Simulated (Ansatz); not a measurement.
**NH3F (doublet): from Hartree-Fock to the top rungs at distance N1–H4 along a hydrogen transfer = 1.340 Å, cc-pVDZ**

Aim: climb from Hartree-Fock through coupled cluster and multireference methods for NH3F (doublet) at one geometry and basis, and see what each rung misses.

The runs use Ansatz 0.2.0, Gaussian basis; cc-pVDZ, core rule «outside noble gas», up to 2 orbitals frozen.

The runs, in order: UHF; CCSD(T) on ROHF; CCSD(T) on UHF; BCCD(T) on ROHF; CISD; CCSDT(Q) on ROHF; CCSDT(Q) on UHF; CASSCF and MRCISD+Q, 3 electrons in 3 orbitals; CASSCF and NEVPT2, 3 electrons in 3 orbitals; CASSCF and NEVPT2, 15 electrons in 11 orbitals.

7 further runs of the same task are left out: 1 for a mislabelled method, 6 that didn't finish.

## 1. The geometry

The geometry derives from fragments relaxed apart (PBE0/def2-TZVP) and kept rigid, so it is no stationary point. A hydrogen atom is moved between rigid fragments.

5 atoms, charge 0, spin multiplicity 2.

Atoms are counted from 1 here; the program's logs count them from 0.

Bond lengths: N1–H2 1.012 Å, N1–H3 1.012 Å, H4–F5 1.146 Å. Angles: H2–N1–H3 107.1°.

## 2. UHF

in.yaml

```yaml
crystal:
  periodic: [false, false, false]
  atoms:
    - {symbol: N, position_ang: [-1.331746, -0.015822, -0.024626]}
    - {symbol: H, position_ang: [-1.629026, 0.952012, -0.024625]}
    - {symbol: H, position_ang: [-1.629026, -0.418121, 0.855634]}
    - {symbol: H, position_ang: [0.008254, -0.015821, -0.024626]}
    - {symbol: F, position_ang: [1.154254, -0.015821, -0.024626]}
basis:
  gaussian: {orbitals: cc-pVDZ}
magnetization: {spin_polarized: true, initial_magnetization: 1}
hamiltonian: {xc: hf}
output: {orbitals: {seedname: orbitals}}
```

Launch:

```
$ ansatz run in.yaml --threads 1 --pin off --events-out ev --progress --plain --max-ram 2393MiB
```

Further steps of the session: CCSD(T) on ROHF; CCSD(T) on UHF; BCCD(T) on ROHF; CISD; CCSDT(Q) on ROHF; CCSDT(Q) on UHF; CASSCF and MRCISD+Q, 3 electrons in 3 orbitals; CASSCF and NEVPT2, 3 electrons in 3 orbitals; CASSCF and NEVPT2, 15 electrons in 11 orbitals.

**Question.** What will the summary of the whole plan be? Wanted: UCCSDT(Q) below the RHF energy; RMP2 from UCCSDT(Q); UMP2 from UCCSDT(Q); RCCSD from UCCSDT(Q); RCCSD(T) from UCCSDT(Q); UCCSD(T) from UCCSDT(Q); RCCSDT(Q) from UCCSDT(Q); NEVPT2 pair from UCCSDT(Q); MRCISD+Q pair from UCCSDT(Q).

As calculated:

| quantity | value |
| --- | --- |
| UCCSDT(Q) below the RHF energy | -10.7006 eV |
| RMP2 from UCCSDT(Q) | +850.0 meV |
| UMP2 from UCCSDT(Q) | +838.1 meV |
| RCCSD from UCCSDT(Q) | +215.2 meV |
| RCCSD(T) from UCCSDT(Q) | +41.7 meV |
| UCCSD(T) from UCCSDT(Q) | +40.3 meV |
| RCCSDT(Q) from UCCSDT(Q) | +1.8 meV |
| NEVPT2 pair from UCCSDT(Q) | +844.3 meV |
| MRCISD+Q pair from UCCSDT(Q) | +144.2 meV |
| NEVPT2 valence from UCCSDT(Q) | +1188.7 meV |
| levels within 1 kcal/mol (43 meV) | RCCSD(T), UCCSD(T), BCCD(T), RCCSDT, UCCSDT, RCCSDT(Q) |
| T1 diagnostic | 0.033 |
| effectively unpaired electrons | 1.02 |

In words: RCCSD(T) misses by +41.7 meV, 0.4 % of the correlation energy. One determinant dominates. Of the multireference levels listed MRCISD+Q pair comes nearest in total energy (+144.2 meV), which doesn't show that its space is the better one. These misses are within one basis, not against nature; the frozen cores of restricted and unrestricted runs differ, which can shift their rows.
